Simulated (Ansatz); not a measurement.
Cartesian coordinates in Å:
```
Al 0.208 0.339 -1.736
N 0.621 0.158 -0.012
Si -0.386 -0.313 1.310
H -1.278 0.040 -2.181
H 1.364 0.792 -2.719
H 1.581 0.357 0.240
H 0.106 -1.552 1.977
H -1.745 -0.565 0.765
H -0.470 0.744 2.357
```

The species carries charge 0 and has multiplicity 1.

Q: List the CAM-B3LYP/def2-TZVPP orbital energies in eV (Ansatz 0.2.0). (An estimate is asked.)

A: Ansatz gave: Occupied: -1800.97, -1526.19, -390.85, -145.51, -114.26, -100.84, -100.83, -100.82, -75.00, -74.80, -74.79, -24.72, -16.66, -14.49, -12.92, -11.50, -11.24, -10.74, -9.91, -9.14. Lowest empty: -0.05, 0.93, 2.10, 2.47, 2.63, 2.79, 2.82, 3.22.
